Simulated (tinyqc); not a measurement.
Worked calculation: Hueckel theory of the pi electrons, for the molecule C=C(N)F (SMILES; centres numbered as the heavy atoms are written). Computed by tinyqc, a small Python program that keeps every step. Settings: charge = 0. Command: `OMP_NUM_THREADS=1 python tinyqc.py 30218 30219 out.jsonl` (the two numbers bound the seeds that draw the settings). One thread of a shared host (Intel(R) Xeon(R) Processor @ 2.60GHz), about 0.01 s of CPU time with the checks.

## The Hueckel matrix

Centres:
```
centre,"z_r, pi electrons of the neutral centre",h
1C,1,0.00000
2C,1,0.00000
3N,2,1.50000
4F,2,3.00000
```

Bonds:
```
i,j,k
1,2,1
2,3,0.80000
2,4,0.70000
```

H_rr = alpha + h_r beta, H_rs = k_rs beta for bonded centres.

Hueckel matrix in units of beta (H = alpha + beta A), lower triangle:
```
,1C,2C,3N,4F
1C,0.00000
2C,1.00000,0.00000
3N,0.00000,0.80000,1.50000
4F,0.00000,0.70000,0.00000,3.00000
```

## Orbitals

pi electrons, sum of z_r less the charge = 6

Diagonalise; E = alpha + x beta with beta < 0, so the largest x are filled first; degenerate levels share their electrons. P = sum n_i c_ri c_si; each orbital has its largest coefficient positive (the first on a tie).

x values: 3.19559  1.86391  0.63336  -1.19286

occupations: 2.00000  2.00000  2.00000  0.00000

coefficients:
```
,MO1,MO2,MO3,MO4
1C,0.08325,0.21043,0.74994,-0.62159
2C,0.26604,0.39222,0.47498,0.74147
3N,0.12552,0.86225,-0.43846,-0.22028
4F,0.95212,-0.24167,-0.14049,-0.12379
```

charge and bond-order matrix P, lower triangle:
```
,1C,2C,3N,4F
1C,1.22725
2C,0.92178,0.90045
3N,-0.27385,0.32666,1.90296
4F,-0.15389,0.18357,-0.05454,1.96935
```

## Energy, charges, bond orders

E = sum n x; q_r = z_r - P_rr; bond order p = P_rs; free valence = sqrt(3) - sum of p over the bonds of the atom.

pi energy = 6 alpha + this times beta = 11.38571

pi charges: 1C -0.22725, 2C 0.09955, 3N 0.09704, 4F 0.03065

Bond orders and lengths from R = 1.517 - 0.180 p (angstrom, C-C alone):
```
bond,p,R
1-2,0.92178,1.35108
2-3,0.32666,-
2-4,0.18357,-
```

free valence of the carbons: 1C 0.81027, 2C 0.30004

gap between the highest filled and the next level = 1.82621 |beta|
